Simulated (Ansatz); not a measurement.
# CHGeO, doublet: the ladder up to UCCSDT(Q)

Geometry: displaced at random from a stationary point.

```xyz
4

C    -0.0330   -0.0405    2.9537
O    -0.0338   -0.0095    1.8175
Ge    0.0141   -0.0121   -0.8803
H    -0.0886    1.5066   -0.6074
```

Basis cc-pVDZ; Ansatz 0.2.0. Correlated methods freeze the noble-gas cores and the filled d shells of p-block atoms, which leaves 15 electrons in 44 orbitals. Prefix R: restricted or restricted open-shell reference; prefix U: unrestricted. No spin–orbit coupling is included, and no scalar relativity.

Full CI isn't at hand for all of this; UCCSDT(Q) serves as the reference, and is uncertain by about the last step of the cluster series.

* UHF ⟨S²⟩: 0.764
* T1 diagnostic (RCCSD): 0.0201
* largest doubles amplitude (RCCSD): 0.070
* T1 diagnostic (UCCSD): 0.0190

Question: From what is known of these methods and the diagnostics, rank them by the size of their error in total energy against UCCSDT(Q) in cc-pVDZ, smallest first (an estimate: the text doesn't fix the numbers).
A. UCCSDT
B. UHF
C. UCCSD
D. UMP2
E. UCCSD(T)

Answer: A (3.1 kJ/mol), E (5.3 kJ/mol), C (38.6 kJ/mol), D (112.6 kJ/mol), B (1033.3 kJ/mol).

All errors are against UCCSDT(Q) in cc-pVDZ. Within each family the higher level lies nearer, as is usual though not guaranteed.
